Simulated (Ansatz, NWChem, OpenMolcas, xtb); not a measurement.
Computed against measured: dipole moment

6 molecules with nitrogen; the dipole moment in D, computed less measured. Shapes, held fixed at every level: PBE0-D4/def2-TZVP. No vibrational averaging. Dipoles are compared by magnitude; molecules under 1 D, whose direction can flip, are left out. Programs: Ansatz 0.2.0, NWChem 7.3.0, OpenMolcas 26.06, xtb 6.7.1. A level may come from different programs for different species; with the same settings they agree closely. Measured values: NIST CCCBDB.

Levels: A = GFN2-xTB; B = HF/def2-SVP; C = B3LYP/6-31G* (spherical functions); D = PBE0/def2-SVP.

| molecule | measured | A | B | C | D |
| --- | --- | --- | --- | --- | --- |
| HCN (hydrogen cyanide) | 2.98 | -0.34 | +0.21 | -0.08 | -0.09 |
| C3HN (cyanoacetylene) | 3.72 | 0.00 | +0.37 | +0.09 | +0.02 |
| CH3N (methanimine) | 2.00 | -0.04 | +0.20 | -0.06 | -0.07 |
| C2H5N (N-methylmethanimine) | 1.53 | 0.00 | +0.21 | -0.13 | -0.09 |
| C3H3NO (oxazole) | 1.50 | +0.20 | +0.02 | +0.05 | +0.05 |
| C2H7N (dimethylamine) | 1.03 | +0.12 | +0.06 | -0.05 | -0.07 |

(1) Which level does best on this set, which worst, and which err to one side?

## Answers

(1) 
| level | kind | mean error | mean absolute error | worst case |
| --- | --- | --- | --- | --- |
| GFN2-xTB | semi-empirical | -0.010 | 0.117 | HCN |
| HF/def2-SVP | Hartree–Fock | +0.178 | 0.178 | C3HN |
| B3LYP/6-31G* (spherical functions) | global hybrid | -0.030 | 0.077 | C2H5N |
| PBE0/def2-SVP | global hybrid | -0.042 | 0.065 | HCN |

On this set PBE0/def2-SVP has the smallest mean absolute error and HF/def2-SVP the largest. Without C3HN the largest would be that of GFN2-xTB. HF/def2-SVP is too high in 6 of 6; PBE0/def2-SVP is too low in 4 of 6. The levels differ in basis as well as in method. The smallest two are near a tie. The set is small.
